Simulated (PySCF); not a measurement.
# Phosphorus: a sound run and one with changed settings

Sound run: P [Ne] 3s2 3p3, P⁺ [Ne] 3s2 3p2. Computed with PySCF 2.14 in aug-cc-pV(D+d)Z (5s4p3d, 32 functions), with the non-relativistic Hamiltonian (point nucleus). In the sound run the correlated levels freeze [Ne]. The sound run starts from symmetry-adapted Hartree-Fock orbitals and uses a fine grid where one is needed.

Changed run: basis STO-3G. This setting is unsound on purpose.

| species | method | sound run (hartree) | changed run (hartree) | converged |
| --- | --- | --- | --- | --- |
| P | UHF | -340.70996 | -336.86877 | yes |
| P | TPSS | -341.28154 | -337.37118 | yes |
| P | PBE0 | -341.13375 | -337.24013 | yes |
| P | MP2 | -340.77806 | -336.86877 | yes |
| P⁺ | UHF | -340.34482 | -336.62453 | yes |
| P⁺ | TPSS | -340.89506 | -337.10166 | yes |
| P⁺ | PBE0 | -340.74613 | -336.96994 | yes |
| P⁺ | MP2 | -340.39605 | -336.63238 | yes |
| P⁺ | CCSD(T) | -340.41899 | -336.63868 | yes |

Ionisation energy of P:

```json
{"method": "UHF", "sound run (eV)": "9.936", "changed run (eV)": "6.646"}
{"method": "TPSS", "sound run (eV)": "10.517", "changed run (eV)": "7.334"}
{"method": "PBE0", "sound run (eV)": "10.548", "changed run (eV)": "7.352"}
{"method": "MP2", "sound run (eV)": "10.395", "changed run (eV)": "6.433"}
{"method": "SCS-MP2", "sound run (eV)": "10.236", "changed run (eV)": "6.390"}
```

A minimal basis cannot let orbitals breathe on ionisation and holds almost no correlation.

For comparison, NIST gives 10.487 eV between the lowest levels.
